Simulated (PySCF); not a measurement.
**Bonding in 3-methylcyclopentene**

Compound: 3-methylcyclopentene, C6H10.
Numbering: `[CH3:1][C@H:2]1[CH:3]=[CH:4][CH2:5][CH2:6]1` (hydrogens: H7, H8, H9 on C1; H10 on C2; H11 on C3; H12 on C4; H13, H14 on C5; H15, H16 on C6)

Geometry (GFN2-xTB, Å), atoms numbered from 1 in this order:
```xyz
16
C6H10 angstrom
C      1.9932    0.0647    0.0335
C      0.5652   -0.0969    0.5464
C     -0.2180    1.1863    0.5090
C     -1.4177    1.0287   -0.0198
C     -1.6725   -0.3921   -0.4245
C     -0.2843   -1.0458   -0.3237
H      2.5539    0.7439    0.6722
H      2.5033   -0.8963    0.0208
H      1.9865    0.4682   -0.9772
H      0.6062   -0.4611    1.5811
H      0.1939    2.1021    0.8968
H     -2.1679    1.7913   -0.1416
H     -2.3830   -0.8530    0.2678
H     -2.0967   -0.4668   -1.4270
H     -0.3318   -2.0510    0.0917
H      0.1621   -1.1132   -1.3169
```

Bond orders from the PBE0/pcSseg-1 density (PySCF). One conformer (not necessarily the lowest) at the GFN2-xTB geometry, without solvent, vibrations or thermal averaging.

Task: How far do the computed orders between heavy atoms stray from the drawn ones?

Result: The largest departure is 0.111, at C3–C4 (drawn double, 1.889).

Task: Give the Mayer order of every bond, beside its length.

Result: 
| bond | drawn as | length (Å) | Mayer order |
| --- | --- | --- | --- |
| C1–C2 | single | 1.526 | 1.034 |
| C2–C3 | single | 1.504 | 1.002 |
| C3–C4 | double | 1.321 | 1.889 |
| C4–C5 | single | 1.499 | 1.035 |
| C5–C6 | single | 1.538 | 1.037 |
| C6–C2 | single | 1.542 | 0.991 |
| C1–H7 | single | 1.088 | 0.966 |
| C1–H8 | single | 1.088 | 0.966 |
| C1–H9 | single | 1.088 | 0.964 |
| C2–H10 | single | 1.098 | 0.929 |
| C3–H11 | single | 1.076 | 0.983 |
| C4–H12 | single | 1.077 | 0.981 |
| C5–H13 | single | 1.094 | 0.937 |
| C5–H14 | single | 1.091 | 0.951 |
| C6–H15 | single | 1.089 | 0.958 |
| C6–H16 | single | 1.091 | 0.956 |

Bonds between the same two heavy elements. C–C: lowest C6–C2 (0.991, 1.542 Å), highest C3–C4 (1.889, 1.321 Å); in 2 of the 15 pairs the longer bond (by over 0.003 Å) has the higher order (by 0.02 or more).

Task: Sum the orders of all bonds at each heavy atom with more than one neighbour and set the sums beside the valence in the SMILES.

Result: C1 3.930 (drawn 4), C2 3.956 (drawn 4), C3 3.874 (drawn 4), C4 3.905 (drawn 4), C5 3.960 (drawn 4), C6 3.942 (drawn 4). Orders between atoms that aren't bonded are not in these sums.

For a closed shell the Mayer order of atoms A and B is Σ (PS)μν (PS)νμ over the basis functions μ on A and ν on B, with P the density and S the overlap matrix.

These values come from a run that also computed NMR shieldings. Hardware: Arm Neoverse V1, one thread, no GPU (shared host). Cost: 16 s of wall time.
